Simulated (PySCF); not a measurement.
Geometry (Å), atoms numbered from 1 in this order:
```xyz
11

C     2.5705    0.7510   -0.3929
C     1.4375    0.3171    0.0853
C     0.3007   -0.1237    0.5822
C    -0.9584   -0.1560   -0.1512
C    -2.1272   -0.5996    0.3207
F    -0.8775    0.3124   -1.3972
H     2.8618    1.8029   -0.2971
H     3.2634    0.0789   -0.9116
H     0.2724   -0.4959    1.6121
H    -3.0176   -0.5838   -0.3083
H    -2.1967   -0.9789    1.3397
```

- structure optimised with PBE0-D3(BJ)/def2-SVP
- PBE0/pcSseg-1 with gauge-including orbitals
- code: PySCF
- equivalent nuclei averaged, isolated molecule, non-relativistic Hamiltonian, single conformer

Referencing at the same level of theory: TMS for 13C and 1H; 19F against CFCl3.

```
atoms  nucleus  count  Hirshfeld charge  δ (ppm)
  H10       1H      1              0.05     4.80
   H9       1H      1              0.06        ?
   F6      19F      1             -0.08        ?
  H11       1H      1              0.05     4.46
   C2      13C      1              0.01    225.3
   C5      13C      1             -0.13     97.7
   C3      13C      1             -0.08     94.2
   C4      13C      1              0.09        ?
   C1      13C      1             -0.10     85.1
H7/H8       1H      2              0.06     5.40
```

Question: Complete the table.

Answer: 
- C4: 166.7 ppm, fully substituted alkene carbon
- H9: 5.69 ppm, hydrogen on a terminal carbon of a cumulated C=C=C unit; attached to an sp2 carbon and in the plane of the double bond
- F6: -101.3 ppm, vinylic fluorine

Shifts are as computed. Against solution values, carbons near 30 ppm lie about +2 ppm off and those near 130 ppm about +5 ppm. Of 1211 compounds with measured shifts, 218 miss one by over three times the rms of a fit or turn the order of signals round; such compounds aren't used in these exercises. Unscaled 19F shifts against computed CFCl3 carry errors that often reach 10 to 50 ppm.
